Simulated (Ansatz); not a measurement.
**Property card for TaCuN2**

All numbers below come from DFT r2SCAN, scalar-relativistic, plane waves, PAW (Ansatz).

Plane waves to 500 eV, a k mesh through Γ of 12×12×12 on the computed 4-atom cell and Gaussian smearing (0.02 eV); no spin polarisation.

The structure is relaxed at this level of theory with its symmetry kept.

It takes space group R-3m (No. 166, trigonal). Conventional cell: a = 3.139 Å, b = 3.139 Å, c = 17.388 Å, α = 90.00°, β = 90.00°, γ = 120.00°. Ta (site symmetry -3m) has 6 N at 2.10 Å as nearest neighbours. Cu (site symmetry -3m) is surrounded by 2 N at 1.85 Å. N (site symmetry 3m) is surrounded by 1 Cu at 1.85 Å and 3 Ta at 2.10 Å.

```json
{"Volume per atom": "83.4 bohr³", "Formation energy from the elements' standard states (uncorrected)": "-0.702 eV/atom", "Generalised Kohn–Sham band gap": "0.75 eV, indirect from T to L", "Löwdin character of the top 1 eV of the valence band": "Cu 3d 54 %, N 2p 32 %", "Löwdin character of the lowest 1 eV of the conduction band": "Ta 5d 64 %, N 2p 18 %, Cu 4s 7 %, unprojected 4 %", "Electron masses at the edge by Cartesian direction of the standard setting (m_e; degenerate bands sorted by energy; no spin-orbit coupling)": "x: 0.38; y: 0.28; z: 0.40", "Hole masses at the edge by Cartesian direction of the standard setting (m_e; degenerate bands sorted by energy; no spin-orbit coupling)": "x: 0.39, 0.24; y: 0.39, 0.24; z: 0.58, 0.58", "Bulk modulus": "217 GPa", "Its pressure derivative": "4.1", "Bader charges (e)": "Ta (1 in the cell) 2.66, Cu (1 in the cell) 0.57, N (2 in the cell) -1.61"}
```

Spin-orbit coupling is left out, which matters for the bands of heavy elements.

A ferromagnetic start lost its moments in a first run, so spin was left out; other magnetic orders weren't tried.

Cost: 8 runs of about 14 core-minutes in all, on Intel Xeon Platinum 8375C (Ice Lake) (shared hosts).